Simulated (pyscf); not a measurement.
PySCF, gas phase, ωB97X-D3(BJ)/def2-SVP geometries.

Problem. H₂P–GeH₃ (SMILES [PH2][GeH3]) + GaH₃ (SMILES [GaH3]) → H₂Ga–PH–GeH₃ (SMILES [GaH2][PH][GeH3]) + H₂ (SMILES [H][H])
Surface: singlet. Broken: H–P, Ga–H. Formed: Ga–P, H–H. Give ΔE‡ and ΔE from ωB97M-D3(BJ)/def2-TZVP, relative to the separated reactants.

Solution. ΔE‡ = 22.3 kcal/mol, ΔE = -7.6 kcal/mol. Zero-point energy shifts the barrier by +0.9 kcal/mol. It is a four-centre exchange, with an imaginary mode of 1330i cm⁻¹. On the reactant side the descent ends in a complex, 6.0 kcal/mol under the separated species and 22.8 kcal/mol under the saddle at ωB97X-D3(BJ)/def2-TZVP. At the saddle there is also a short Ga–H contact that neither side keeps. At ωB97X-D3(BJ)/def2-TZVP the barrier from the zero used here is 16.9 kcal/mol. This is the saddle that the search found; another between the same sides may lie lower. Elements up to Kr have no core potential and no relativistic terms here.
